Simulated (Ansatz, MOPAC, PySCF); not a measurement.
Complex: C2H4 (SMILES C=C) (first 6 atoms) with C2H4 (SMILES C=C); geometry from NCB31 set.
(charge 0, multiplicity 1):
```xyz
12

C      1.8578     0.4728     0.4724
C      1.8578    -0.4728    -0.4724
H      0.9338     0.8747     0.8741
H      2.7838     0.8717     0.8716
H      2.7838    -0.8717    -0.8716
H      0.9338    -0.8747    -0.8741
C     -1.8578     0.4728    -0.4724
C     -1.8578    -0.4728     0.4724
H     -2.7838     0.8717    -0.8716
H     -0.9338     0.8747    -0.8741
H     -0.9338    -0.8747     0.8741
H     -2.7838    -0.8717     0.8716
```

Counterpoise-corrected where a basis set is named; no monomer relaxation. Rows marked so take none.

Rows in 3-21G, 6-31G* carry no dispersion term and start afresh at each structure (6-31G* with six Cartesian d functions). MP2/6-31G* freezes PySCF's default core. The state reached by PM6 isn't checked.

Programs: Ansatz (Gaussian basis) for Hartree–Fock, density functionals and correlated methods; MOPAC for PM6 (differences of heats of formation); PySCF for 3-21G rows, 6-31G* rows. Each number belongs to the level named beside it.

Q: One of these levels gives -5.6 kJ/mol for the interaction energy. Name it.
A. SVWN5/def2-TZVPPD
B. PM6
C. B3LYP/3-21G (no counterpoise)
D. MP2/6-31G* (no counterpoise)

A: D, MP2/6-31G* (no counterpoise). The others give -1.7 (PM6), -10.3 (SVWN5/def2-TZVPPD), -3.4 (B3LYP/3-21G (no counterpoise))

Ansatz is a program for electronic structure.
